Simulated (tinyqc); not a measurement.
Worked calculation: UHF in the sto-3g basis, for H2O, spin multiplicity 3. One step of it, computed by the program tinyqc.

Problem. Iteration 2: diagonalisation and new density. Diagonalise F' = X^T F X, C = X C', fill 6 alpha and 4 beta electrons from the bottom; D(s) = C_occ C_occ^T. Each column has its largest component positive (the first on a tie).

F(alpha) (hartree):
```
             1O 1s      1O 2s     1O 2px     1O 2py     1O 2pz      2H 1s      3H 1s
1O 1s   -20.442004  -5.215644   0.000000   0.000000  -0.004829  -0.471840  -0.471840
1O 2s    -5.215644  -2.572018   0.000000   0.000000  -0.049827  -0.510194  -0.510194
1O 2px    0.000000   0.000000  -0.612281   0.000000   0.000000   0.000000   0.000000
1O 2py    0.000000   0.000000   0.000000  -0.211621   0.000000  -0.273935   0.273935
1O 2pz   -0.004829  -0.049827   0.000000   0.000000  -0.567987  -0.205745  -0.205745
2H 1s    -0.471840  -0.510194   0.000000  -0.273935  -0.205745  -0.387559  -0.186760
3H 1s    -0.471840  -0.510194   0.000000   0.273935  -0.205745  -0.186760  -0.387559
```

F(beta) (hartree):
```
             1O 1s      1O 2s    1O 2px     1O 2py     1O 2pz      2H 1s      3H 1s
1O 1s   -20.408296  -5.174760  0.000000   0.000000  -0.004961  -0.467766  -0.467766
1O 2s    -5.174760  -2.367921  0.000000   0.000000   0.019507  -0.489082  -0.489082
1O 2px    0.000000   0.000000  0.278686   0.000000   0.000000   0.000000   0.000000
1O 2py    0.000000   0.000000  0.000000  -0.347380   0.000000  -0.257121   0.257121
1O 2pz   -0.004961   0.019507  0.000000   0.000000  -0.309040  -0.252441  -0.252441
2H 1s    -0.467766  -0.489082  0.000000  -0.257121  -0.252441  -0.054974  -0.126903
3H 1s    -0.467766  -0.489082  0.000000   0.257121  -0.252441  -0.126903  -0.054974
```

X:
```
            1O 1s      1O 2s    1O 2px     1O 2py     1O 2pz      2H 1s      3H 1s
1O 1s    1.022753  -0.128926  0.000000   0.000000  -0.004040   0.013133   0.013133
1O 2s   -0.128926   1.074385  0.000000   0.000000   0.034125  -0.132569  -0.132569
1O 2px   0.000000   0.000000  1.000000   0.000000   0.000000   0.000000   0.000000
1O 2py   0.000000   0.000000  0.000000   1.027036   0.000000  -0.101267   0.101267
1O 2pz  -0.004040   0.034125  0.000000   0.000000   1.022196  -0.086593  -0.086593
2H 1s    0.013133  -0.132569  0.000000  -0.101267  -0.086593   1.054320  -0.047207
3H 1s    0.013133  -0.132569  0.000000   0.101267  -0.086593  -0.047207   1.054320
```

Give: F' = X^T F X; orbital energies; coefficients C; F' = X^T F X; orbital energies; coefficients C; D(alpha) after iteration 2; D(beta) after iteration 2.

Solution.

F' = X^T F X (alpha) (hartree):
```
          1        2        3        4        5        6        7
1  -20.0722  -2.6664   0.0000   0.0000  -0.0177  -0.0273  -0.0273
2   -2.6664  -1.6261   0.0000   0.0000  -0.0010  -0.1975  -0.1975
3    0.0000   0.0000  -0.6123   0.0000   0.0000   0.0000   0.0000
4    0.0000   0.0000   0.0000  -0.1134   0.0000  -0.2711   0.2711
5   -0.0177  -0.0010   0.0000   0.0000  -0.5292  -0.1264  -0.1264
6   -0.0273  -0.1975   0.0000  -0.2711  -0.1264  -0.2305  -0.1047
7   -0.0273  -0.1975   0.0000   0.2711  -0.1264  -0.1047  -0.2305
```

orbital energies (alpha) (hartree): MO1 -20.4502, MO2 -1.3255, MO3 -0.6123, MO4 -0.6112, MO5 -0.5030, MO6 -0.1757, MO7 0.2639

coefficients C (alpha):
```
            MO1      MO2     MO3      MO4      MO5      MO6      MO7
1O 1s    0.9946  -0.2566  0.0000   0.0483   0.0000   0.0748   0.0000
1O 2s    0.0224   0.9893  0.0000  -0.2328   0.0000  -0.4168   0.0000
1O 2px   0.0000   0.0000  1.0000   0.0000   0.0000   0.0000   0.0000
1O 2py   0.0000   0.0000  0.0000   0.0000   0.6183   0.0000   0.8325
1O 2pz   0.0013   0.0604  0.0000   0.8595   0.0000  -0.5646   0.0000
2H 1s   -0.0029   0.0618  0.0000   0.2373   0.4842   0.6872  -0.6185
3H 1s   -0.0029   0.0618  0.0000   0.2373  -0.4842   0.6872   0.6185
```

F' = X^T F X (beta) (hartree):
```
          1        2       3        4        5        6        7
1  -20.0440  -2.6554  0.0000   0.0000  -0.0300  -0.0212  -0.0212
2   -2.6554  -1.3930  0.0000   0.0000   0.1093  -0.2649  -0.2649
3    0.0000   0.0000  0.2787   0.0000   0.0000   0.0000   0.0000
4    0.0000   0.0000  0.0000  -0.2580   0.0000  -0.2681   0.2681
5   -0.0300   0.1093  0.0000   0.0000  -0.2314  -0.2416  -0.2416
6   -0.0212  -0.2649  0.0000  -0.2681  -0.2416   0.1385  -0.0564
7   -0.0212  -0.2649  0.0000   0.2681  -0.2416  -0.0564   0.1385
```

orbital energies (beta) (hartree): MO1 -20.4151, MO2 -1.1331, MO3 -0.4731, MO4 -0.4365, MO5 0.2787, MO6 0.3984, MO7 0.4100

coefficients C (beta):
```
            MO1      MO2      MO3      MO4     MO5      MO6      MO7
1O 1s    0.9951  -0.2537   0.0000   0.0385  0.0000   0.0828   0.0000
1O 2s    0.0202   0.9826   0.0000  -0.2035  0.0000  -0.4472   0.0000
1O 2px   0.0000   0.0000   0.0000   0.0000  1.0000   0.0000   0.0000
1O 2py   0.0000   0.0000   0.8225   0.0000  0.0000   0.0000  -0.6315
1O 2pz   0.0010  -0.0134   0.0000   0.8246  0.0000  -0.6172   0.0000
2H 1s   -0.0026   0.0771   0.2964   0.2828  0.0000   0.6682   0.7274
3H 1s   -0.0026   0.0771  -0.2964   0.2828  0.0000   0.6682  -0.7274
```

D(alpha) after iteration 2:
```
          1O 1s    1O 2s  1O 2px   1O 2py   1O 2pz    2H 1s    3H 1s
1O 1s    1.0630  -0.2740  0.0000   0.0000  -0.0149   0.0441   0.0441
1O 2s   -0.2740   1.2072  0.0000   0.0000   0.0950  -0.2806  -0.2806
1O 2px   0.0000   0.0000  1.0000   0.0000   0.0000   0.0000   0.0000
1O 2py   0.0000   0.0000  0.0000   0.3822   0.0000   0.2993  -0.2993
1O 2pz  -0.0149   0.0950  0.0000   0.0000   1.0611  -0.1803  -0.1803
2H 1s    0.0441  -0.2806  0.0000   0.2993  -0.1803   0.7668   0.2980
3H 1s    0.0441  -0.2806  0.0000  -0.2993  -0.1803   0.2980   0.7668
```

D(beta) after iteration 2:
```
          1O 1s    1O 2s  1O 2px   1O 2py   1O 2pz    2H 1s    3H 1s
1O 1s    1.0561  -0.2370  0.0000   0.0000   0.0362  -0.0112  -0.0112
1O 2s   -0.2370   1.0073  0.0000   0.0000  -0.1810   0.0182   0.0182
1O 2px   0.0000   0.0000  0.0000   0.0000   0.0000   0.0000   0.0000
1O 2py   0.0000   0.0000  0.0000   0.6766   0.0000   0.2438  -0.2438
1O 2pz   0.0362  -0.1810  0.0000   0.0000   0.6801   0.2321   0.2321
2H 1s   -0.0112   0.0182  0.0000   0.2438   0.2321   0.1737  -0.0019
3H 1s   -0.0112   0.0182  0.0000  -0.2438   0.2321  -0.0019   0.1737
```
